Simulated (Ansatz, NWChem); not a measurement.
**The same job for NWChem**

This Ansatz 0.2.0 job computes BNH6 (SMILES [BH3-][NH3+]):

input.yaml:
```yaml
crystal:
  periodic: [false, false, false]
  atoms:
    - {symbol: B, position_ang: [-0.247846, 0.740367, -0.422624]}
    - {symbol: N, position_ang: [0.149954, 0.234467, 1.084476]}
    - {symbol: H, position_ang: [-0.078200, -0.728400, -1.481000]}
    - {symbol: H, position_ang: [-1.389146, 1.139267, -0.334424]}
    - {symbol: H, position_ang: [0.547854, 1.616167, -0.685624]}
    - {symbol: H, position_ang: [0.084254, 0.996567, 1.751476]}
    - {symbol: H, position_ang: [1.100054, -0.121733, 1.108076]}
    - {symbol: H, position_ang: [-0.470546, -0.506933, 1.393276]}
basis:
  gaussian:
    orbitals: 3-21G.json
hamiltonian:
  xc: hf
accuracy: high
output: {orbitals: {seedname: orbitals}}
```

```bash
$ ansatz run input.yaml --threads 1 --pin off --max-ram 3480MiB --events-out events.jsonl --progress --plain --runs-dir runs
```

(Basis files named in the input come from the Basis Set Exchange and aren't shown.)

The B1–H3 distance was set to 1.818 Å, away from the relaxed value.

It gives a total energy of -82.100638 Eh.

Q: How is this level of theory, on these atoms, set up in NWChem 7.3.0 as an input file of the program's own?

A: This input was run:

nw.nw:
```
echo
start nw
title "BH6N energy"
memory total 2200 mb
geometry noautosym nocenter noautoz
   B       -0.247846       0.740367      -0.422624
   N        0.149954       0.234467       1.084476
   H       -0.078200      -0.728400      -1.481000
   H       -1.389146       1.139267      -0.334424
   H        0.547854       1.616167      -0.685624
   H        0.084254       0.996567       1.751476
   H        1.100054      -0.121733       1.108076
   H       -0.470546      -0.506933       1.393276
end
basis spherical bse
   * library 3-21G
end
scf
   thresh 1e-08
   maxiter 80
   print low
end
task scf energy
```

```bash
$ nwchem nw.nw > nw.out
```

Its energy is -82.100638 Eh, 0.000 mEh from the first.
